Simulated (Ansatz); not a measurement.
## Worked example: HB–N–C⁺, triplet against HB–N–C, quartet

Geometry (PBE0/def2-TZVP stationary point of a quartet), kept for both states (HB–N–C, quartet: Σ⁻; HB–N–C⁺, triplet: Π):

```xyz
4

B     0.0000    0.0000    0.6596
N     0.0000    0.0000   -0.6177
C     0.0000    0.0000   -1.8708
H     0.0000    0.0000    1.8289
```

Basis cc-pVDZ; Ansatz 0.2.0. Correlated methods freeze the noble-gas cores. R marks a restricted (for open shells ROHF) determinant, U an unrestricted one.

Full CI isn't at hand for all of this; UCCSDT(Q) serves as the reference, and is uncertain by about the last step of the cluster series.

Unrestricted rows (U, and Kohn–Sham where it breaks symmetry) aren't spin-pure: their determinants' ⟨S²⟩ exceeds S(S+1) by up to 0.18, so they mix in states of higher spin.

```csv
level,"E(HB–N–C, quartet) (hartree)","E(HB–N–C⁺, triplet) (hartree)"
UHF,-117.427120,-117.142912
UMP2,-117.707961,-117.411860
UCCSD(T),-117.749613,-117.453796
PBE,-117.932191,-117.624059
wB97M-V,-118.031821,-117.733644
UCCSDT(Q),-117.752179,-117.456771
```

Task: Give the vertical gap, HB–N–C⁺ triplet less HB–N–C quartet, at each level in eV (1 hartree = 27.2114 eV), and each error against UCCSDT(Q).

Result: UCCSDT(Q): (-117.456771 − (-117.752179)) × 27.2114 = 8.038 eV (the reference)
wB97M-V: (-117.733644 − (-118.031821)) × 27.2114 = 8.114 eV, error 0.076 eV
PBE: (-117.624059 − (-117.932191)) × 27.2114 = 8.385 eV, error 0.347 eV
UCCSD(T): (-117.453796 − (-117.749613)) × 27.2114 = 8.050 eV, error 0.012 eV
UMP2: (-117.411860 − (-117.707961)) × 27.2114 = 8.057 eV, error 0.019 eV
UHF: (-117.142912 − (-117.427120)) × 27.2114 = 7.734 eV, error -0.304 eV

Total energies of functionals can't be set beside those of wave-function methods, since they hold the core's correlation and their own absolute errors; only the differences compare.

In so small a basis the reference is far from its limit while semilocal and hybrid functionals are nearer theirs, so the functionals' errors here hold much of the reference's basis and frozen-core error, which can add to them or hide them.

Each level lands on the state that its own search finds. T1 diagnostics of restricted CCSD: 0.049 and 0.044.
